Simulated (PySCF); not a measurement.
Bond curve of HF⁺

Set-up: PySCF, no relativity, basis sets H def2-TZVPPD, F def2-TZVPPD. Energies in eV from H⁺ + F in their ground configurations at the same level. State: ²Π (doublet), unpaired electrons π ↑.

```json
{"R (Å)": "0.867", "B2PLYP": "-3.109"}
{"R (Å)": "0.907", "B2PLYP": "-3.363"}
{"R (Å)": "0.948", "B2PLYP": "-3.507"}
{"R (Å)": "0.978", "B2PLYP": "-3.560"}
{"R (Å)": "1.008", "B2PLYP": "-3.575"}
{"R (Å)": "1.038", "B2PLYP": "-3.561"}
{"R (Å)": "1.079", "B2PLYP": "-3.506"}
{"R (Å)": "1.129", "B2PLYP": "-3.395"}
{"R (Å)": "1.189", "B2PLYP": "-3.221"}
{"R (Å)": "1.270", "B2PLYP": "-2.952"}
```

Problem. Put a parabola through the three lowest points of the B2PLYP curve and estimate Re, k and ωe (reduced mass 0.9571 u; 1 eV/Å² = 0.16022 mdyn/Å; ωe = 1302.8·√(k/μ) cm⁻¹).

Solution. Through R = 0.978, 1.008, 1.038 Å the second-order coefficient is 16.1 eV/Å², so Re ≈ 1.009 Å, k ≈ 5.16 mdyn/Å and ωe ≈ 3026 cm⁻¹. A polynomial fit of higher order to the unrounded B2PLYP energies gives Re = 1.008 Å, k = 5.21 mdyn/Å, ωe = 3040 cm⁻¹; anharmonicity and rounding make the difference.

The higher-order fit for each curve: B2PLYP: Re = 1.008 Å, ωe = 3040 cm⁻¹, De = 3.58 eV.

Correlated steps freeze 1 core orbital. For an ion De counts to the pair picked by the measured ionisation energies or electron affinities, which need not be the lowest pair at this level. B2PLYP dipoles, levels and charges come from its SCF part alone. The state is the lowest determinant that a PBE0 search found; another state may lie lower at other levels.
